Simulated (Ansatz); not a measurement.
C2H6S2, SMILES `CCSS`, charge 0, multiplicity 1.

Q: Give a relaxed structure at PBE0-D4/def2-TZVP (Ansatz 0.2.0). (An estimate is asked.)

A: Ansatz gave: 
Z-matrix (Å, degrees):
```
C
C 1 1.511
H 1 1.093 2 110.5
H 1 1.092 2 111.1 3 120.4
H 1 1.092 2 110.6 3 -119.2
S 2 1.813 1 114.4 3 -178.3
H 2 1.095 1 111.4 3 -62.0
H 2 1.092 1 111.8 3 58.3
S 6 2.037 2 103.4 1 -68.0
H 9 1.348 6 99.6 2 89.2
```
This is one stationary point; other conformers may exist.
